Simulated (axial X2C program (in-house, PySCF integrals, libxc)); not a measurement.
**Ionising Si₂**

All values come from calculations with an axial X2C code built on PySCF integrals, spin-free (one-electron X2C) or two-component (2c: spin–orbit coupling with atomic mean-field Coulomb and Gaunt terms, which also bring small scalar terms), in Dyall basis sets with cores contracted in-house; open shells are unrestricted.

Basis sets: Si dyall-v3z. Frozen shells (counts by l): Si₂ Si 2s1p, 8 electrons correlated; Si₂⁺ Si 2s1p, 7 electrons correlated. Coupled cluster in natural virtuals with an MP2 remainder. Where the outer core of a metal is frozen, bonds come out longer and ionisation energies lower.

| Hamiltonian | level | Si₂ state | Re (Å) | ωe (cm⁻¹) | De (eV) |
| --- | --- | --- | --- | --- | --- |
| spin-free | HF | M_S = 1, Λ = 0 | 2.222 | 573.1 | 1.76 |
| spin-free | PBE0 | M_S = 1, Λ = 0 | 2.260 | 516.2 | 3.30 |
| spin-free | MP2 | M_S = 1, Λ = 0 | 2.258 | 517.8 | 3.00 |
| spin-free | CCSD | M_S = 1, Λ = 0 | 2.253 | 527.1 | 2.88 |
| spin-free | CCSD(T) | M_S = 1, Λ = 0 | 2.266 | 508.5 | 3.05 |
| 2c | PBE0 | Ω = 1 | 2.261 | 516.1 | 3.29 |

Adiabatic ionisation energy (minimum to minimum, no zero-point term) and constants of Si₂⁺:

```tsv
Hamiltonian	level	Si₂⁺ state	IE (eV)	Re (Å)	ωe (cm⁻¹)	De (eV)	fragments
spin-free	HF	M_S = 3/2, Λ = 0	7.10	2.263	498.0	2.29	Si+ + Si
spin-free	PBE0	M_S = 3/2, Λ = 0	7.84	2.281	466.8	3.66	Si+ + Si
spin-free	MP2	M_S = 3/2, Λ = 0	7.67	2.268	491.0	3.36	Si+ + Si
spin-free	CCSD	M_S = 3/2, Λ = 0	7.77	2.276	479.4	3.17	Si+ + Si
spin-free	CCSD(T)	M_S = 3/2, Λ = 0	7.78	2.284	469.2	3.36	Si+ + Si
2c	PBE0	Ω = 3/2	7.84	2.282	466.7	3.66	Si+ + Si
```

Q: Add the zero-point terms to the ionisation energy at PBE0, 2c, and say whether the electron removed was bonding.

A: IE0 = IE + (ωe⁺ − ωe)/2 = 7.84 + (-0.003) = 7.84 eV. Re changes by 0.021 Å, so the bond lengthens, as on loss of a bonding electron.

Q: Close the cycle De(Si₂⁺) + IE(Si₂) = De(Si₂) + IE(Si) to find the atomic ionisation energy at PBE0, 2c.

A: IE(Si) = 3.66 + 7.84 − 3.29 = 8.21 eV, for the determinants used.

Each entry is the lowest single determinant of a limited PBE0 search at one distance. De goes to single-determinant-based atoms at the same level (for ions the charge split of lowest energy) and is withheld (n/a) where an atom does not fit its ground term or J level. Main or longest-lived isotopes. One determinant is a doubtful description, or other states lie close, for Si₂, Si₂⁺; these need not be ground states, and all values refer to the states named. Some open-shell Ω = 0 determinants are out of reach, so the Ω given for Si₂ need not be the lowest component. With several unpaired electrons the Ω given is that of one determinant, not necessarily of the lowest component. Some light 2c atoms are not at their ground J level, so De misses part of their lowering (0.04 eV or less). The functionals have no current term, which raises determinants with orbital currents.
